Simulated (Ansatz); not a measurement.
# BSiH (singlet): from Hartree-Fock to the top rungs at distance Si1–B2 = 2.039 Å, cc-pVDZ

The task here is to estimate one member of a computed series from the others.

Computed with Ansatz 0.2.0, Gaussian basis. Level: cc-pVDZ, core rule «outside noble gas», up to 6 orbitals frozen.

To be run: UHF; CCSD(T) on RHF; CCSD(T) on UHF; BCCD(T) on RHF; CISD; CCSDT(Q) on RHF; CCSDT(Q) on UHF; CASSCF and MRCISD+Q, 2 electrons in 2 orbitals; CASSCF and NEVPT2, 2 electrons in 2 orbitals; CASSCF and MRCISD+Q, 8 electrons in 9 orbitals; CASSCF and NEVPT2, 8 electrons in 9 orbitals.

18 further runs of the same task are left out: 2 for a mislabelled method, 13 that didn't finish, 3 set aside as unsound or not needed.

**What is computed**

The geometry derives from a PBE0/def2-TZVP stationary point (not a proven minimum). One bond is set to the value named and the two fragments are kept rigid.

3 atoms, charge 0, spin multiplicity 1.

Atoms are counted from 1 here; the program's logs count them from 0.

Bond lengths: Si1–B2 2.039 Å, Si1–H3 1.516 Å. Angles: B2–Si1–H3 180.0°.

Geometry (Å):

| atom | x (Å) | y (Å) | z (Å) |
| --- | --- | --- | --- |
| Si1 | 0.0000 | 0.0000 | 0.1742 |
| B2 | 0.0000 | 0.0000 | -1.8643 |
| H3 | 0.0000 | 0.0000 | 1.6901 |

The first run:

in.yaml

```yaml
crystal:
  periodic: [false, false, false]
  atoms:
    - {symbol: Si, position_ang: [0.000000, 0.000000, 0.174230]}
    - {symbol: B, position_ang: [0.000000, 0.000000, -1.864326]}
    - {symbol: H, position_ang: [0.000000, 0.000000, 1.690095]}
basis:
  gaussian: {orbitals: cc-pVDZ}
magnetization: {spin_polarized: true, initial_magnetization: 0}
hamiltonian: {xc: hf}
output: {orbitals: {seedname: orbitals}}
```

Started as:

```bash
ansatz run in.yaml --threads 1 --pin off --events-out ev --progress --plain --max-ram 2393MiB
```

Steps of the session up to this table: UHF; CCSD(T) on RHF; CCSD(T) on UHF; BCCD(T) on RHF; CISD; CCSDT(Q) on RHF; CCSDT(Q) on UHF; CASSCF and MRCISD+Q, 2 electrons in 2 orbitals; CASSCF and NEVPT2, 2 electrons in 2 orbitals; CASSCF and MRCISD+Q, 8 electrons in 9 orbitals; CASSCF and NEVPT2, 8 electrons in 9 orbitals.

One of the session's tables, all rows but one given; the rest of the session is left out.

| method | from RCCSDT(Q) (meV) |
| --- | --- |
| RHF | +5703.2 |
| UHF | +4702.1 |
| RMP2 | ? |
| UMP2 | +1061.5 |
| CISD | +971.2 |
| RCCSD | +491.7 |
| UCCSD | -75.1 |
| RCCSD(T) | +190.7 |
| UCCSD(T) | -360.0 |
| BCCD(T) | +191.4 |
| RCCSDT | +78.0 |
| UCCSDT | -582.8 |
| RCCSDT(Q) | 0 |
| UCCSDT(Q) | -673.7 |
| CASSCF valence | +2873.8 |
| NEVPT2 valence | +850.3 |
| MRCISD valence | +289.9 |
| MRCISD+Q valence | +121.8 |

**Question.** Estimate the row for RMP2.

**Answer.** from RCCSDT(Q) (meV): +1639.9. In the column «from RCCSDT(Q) (meV)» it lies between UMP2 (+1061.5) and CASSCF valence (+2873.8).

Among the levels timed on like hardware and quicker than the yardstick, those that no quicker one beats, quickest first: RCCSD(T) (0.63 s, +190.7 meV).

Left out of the table: CASSCF pair, NEVPT2 pair, MRCISD pair, MRCISD+Q pair (the active space lost an orbital or holds another state than full CI finds).

Caveats from the session: The determinant is far from a pure spin state, so its energy mixes those of several spin states (harmless only where they are near-degenerate, as at dissociation). The report flags that the cluster equations may have other roots. The program flags UCCSD(T), RCCSDT(Q), UCCSDT(Q) as in doubt, so the zero of the table is itself unsure. Warnings: restricted reference is unstable; spin contamination; coupled cluster took another determinant than the lowest; large T1 diagnostic. Restricted and unrestricted rows rest on different reference determinants; where their highest levels disagree by more than a few hundredths of an eV, they describe different states and don't form one ladder. Warnings in the runs' records: large difference, passed over end, other roots.
